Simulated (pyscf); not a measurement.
H₃Si–PH₂ + water (H₂O) -> HO–SiH₂–PH₂ + hydrogen (H₂), a four-centre exchange (singlet surface; H–Si, H–O broken, O–Si, H–H formed). Single points on ωB97X-D3(BJ)/def2-SVP structures (PySCF, gas phase). Energies in kJ/mol from the separated reactants.

Small-basis levels: PySCF, no dispersion term, spherical d functions. Cost: rough CPU time at the saddle relative to B3LYP/6-31G*, from one job on a shared machine.

| level | barrier | reaction energy | cost |
|---|---|---|---|
| HF/STO-3G | 320.3 | -15.8 | 0.04 |
| HF/3-21G | 181.3 | -80.5 | 0.05 |
| SVWN5/6-31G* | 66.8 | -76.9 | 0.8 |
| B3LYP/3-21G | 93.2 | -99.1 | 0.7 |
| B3LYP/6-31G* | … | -73.7 | 1 |
| B3LYP/6-311+G** | 172.7 | -42.1 | 2 |
| B3LYP/def2-SVP | 139.9 | -58.3 | 1.0 |
| ωB97M-D3(BJ)/def2-TZVP | … | -68.2 | – |

Problem. What belongs in the gaps?

Solution. 
- B3LYP/6-31G*, barrier: 150.4
- ωB97M-D3(BJ)/def2-TZVP, barrier: 143.2

Against the last row the barrier runs from -76.4 (SVWN5/6-31G*) to +177.1 kJ/mol (HF/STO-3G). ωB97M-D3(BJ)/def2-TZVP has limits of its own. This is the saddle that the search found; another between the same sides may lie lower.
